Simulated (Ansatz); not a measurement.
# Worked example: correlation energy of SiAs⁺, triplet

Geometry: that of the SiAs⁺, singlet, kept fixed.

```xyz
2

Si    0.0000    0.0000    0.0000
As    0.0000    0.0000    2.3396
```

Basis cc-pVDZ; Ansatz 0.2.0. Correlated methods freeze the noble-gas cores and the filled d shells of p-block atoms, which leaves 8 electrons in 26 orbitals. Prefix R: restricted or restricted open-shell reference; prefix U: unrestricted. No spin–orbit coupling is included, and no scalar relativity.

Full CI isn't at hand for all of this; UCCSDT(Q) serves as the reference, and is uncertain by about the last step of the cluster series.

Runs differ by some tens of microhartree through their thresholds and, for an open shell, their frozen cores, so steps under 0.03 kcal/mol mean nothing.

```tsv
level	total energy (hartree)
UHF	-2522.782804
UMP2	-2522.903056
UCCSD	-2522.936431
UCCSD(T)	-2522.942415
UCCSDT	-2522.943936
UCCSDT(Q)	-2522.944379
```

Question: What is the correlation energy at UCCSDT(Q), and what share of it do UMP2 and UCCSD(T) recover?

Answer: E(corr) = -2522.944379 − (-2522.782804) = -0.161575 hartree = -4.397 eV. UMP2: -0.120252 / -0.161575 = 74.42 %. UCCSD(T): -0.159611 / -0.161575 = 98.78 %.

Question: By how many kcal/mol does UCCSD(T) miss UCCSDT(Q) (1 hartree = 627.509 kcal/mol), and which steps make up the rest?

Answer: -2522.942415 − (-2522.944379) = 0.001964 hartree = 1.23 kcal/mol. Steps: UCCSDT − UCCSD(T) = -0.95, UCCSDT(Q) − UCCSDT = -0.28 kcal/mol. Differences between like states or geometries often cancel part of this.
